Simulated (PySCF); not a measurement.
Zinc-blende AlN (metastable phase): correlation energy from several methods in one and the same small orbital space (PySCF; 2 atoms at the zone centre, 8 electrons in 17 orbitals, empty ones MP2 natural orbitals of a TZ basis, lattice constant set to 4.2486 Å). Its volume lies 8 % below that of the crystal's usual cell. It tests the methods against each other and lies far from the crystal's limit.

```
method    E_corr (eV per atom)  share of full CI (%)  error (meV)
--------  --------------------  --------------------  -----------
MP2                    -2.1923                  83.3          440
CCSD                   -2.5997                  98.8           32
CCSD(T)                -2.6207                  99.6           11
CCSDT                  -2.6244                  99.7            7
CCSDT(Q)               -2.6308                 100.0            1
CCSDTQ                 -2.6317                 100.0            0
full CI                -2.6319                 100.0            0
```

The Hartree–Fock determinant has a weight of 0.92 in the full CI state.

MP2, (T) and (Q) use filled levels shifted down by the Madelung term, which in so small a cell is a large part of the gap, so these rows hang on it.
